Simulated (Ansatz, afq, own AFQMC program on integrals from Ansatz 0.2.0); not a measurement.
**Where AFQMC and coupled cluster stand for GeH⁺, triplet**

```xyz
2

Ge    0.0000    0.0000    0.0000
H     0.0000    0.0000    1.6012
```

Basis cc-pVTZ. Only valence electrons are correlated. Integrals, coupled cluster, full CI and functionals: Ansatz 0.2.0; the random walks run on the same integrals in our own AFQMC program. The CISD trial takes its coefficients from CCSD amplitudes. Released means that phaseless walkers are propagated on without the constraint, phases kept. Free projection: walkers drawn from exp(T), propagated without any constraint. Its projection time is finite, and what remains of the start isn't in its error. Error bars are statistical, one sigma. No spin–orbit coupling.

Determinant: UHF, the one that the program's search chose, which needn't be the lowest solution. The geometry is a PBE0/def2-TZVP stationary point of this or a neighbouring charge and spin state.

Full CI on the same integrals is exact in this basis and with this determinant's frozen core.

Cautions: no relativity below Rb; no spin-orbit coupling; inner d shell frozen; lower spins were not checked.

```
T1 diagnostic                               : 0.0213
weight of the determinant in the CISD state : 0.948
⟨S²⟩ of the determinant                     : 2.025
size of the correlated space                : 4 electrons in 43 orbitals
```

| level | correlation energy (eV) |
| --- | --- |
| MP2 | -1.2614 |
| CCSD | -1.6898 |
| CCSD(T) | -1.7302 |

(1) Estimate where phaseless AFQMC with the Hartree–Fock trial lies against CCSD(T) on the same integrals.

(1) 2.1 ± 1.4 kJ/mol above CCSD(T). The gap is under twice the noise, so this walk alone can't tell the two apart.

Reference: full CI, correlation energy -1.744 eV. The released energy is read at 2.40 1/Eh (meV from the phaseless value at times in 1/Eh: -4 ± 3 at 0.24, -3.4 ± 2.4 at 0.51, -5.8 ± 2.1 at 0.99, -3 ± 3 at 1.62, -2 ± 3 at 2.40).

```json
{"level": "CCSD(T)", "E − E(reference) (kJ/mol)": "1.3", "share of correlation (%)": "99.23"}
{"level": "CCSDT", "E − E(reference) (kJ/mol)": "0.1", "share of correlation (%)": "99.96"}
{"level": "CCSDT(Q)", "E − E(reference) (kJ/mol)": "0.0", "share of correlation (%)": "99.99"}
{"level": "ph-AFQMC/HF", "E − E(reference) (kJ/mol)": "3.4 ± 1.4", "share of correlation (%)": "97.98"}
{"level": "ph-AFQMC/CISD", "E − E(reference) (kJ/mol)": "0.6 ± 0.2", "share of correlation (%)": "99.67"}
{"level": "released AFQMC", "E − E(reference) (kJ/mol)": "0.4 ± 0.3", "share of correlation (%)": "99.78"}
{"level": "free AFQMC", "E − E(reference) (kJ/mol)": "-0.1 ± 0.3", "share of correlation (%)": "100.04"}
```

CCSDT and higher add their correlation energy to the determinant of the CCSD(T) run, since their own runs factorise the integrals more tightly (a shift of under 2 meV). Free projections are given only where their last times agree within the noise and don't stop above the reference; a slow remainder of the start can still hide under it. Released energies are given only where the last usable release times agree within the noise; a slower fall can still hide under it.
